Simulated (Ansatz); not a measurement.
Input for Ansatz (development build ahead of 0.2.0):

```yaml
crystal:
  periodic: [false, false, false]
  atoms:
    - { symbol: Li, position_ang: [0.03814, -0.00144, -0.35824] }
    - { symbol: H, position_ang: [-0.00591, -0.0094, 0.9776] }
basis:
  gaussian: { orbitals: def2-SVP }
hamiltonian:
  xc: hf
```

The input is written out in the form of the current development build from the run's settings.

Output:

```json
{"Converged": "yes", "Total energy": "-7.96588 hartree", "Spin squared of the determinant": "0.000"}
```
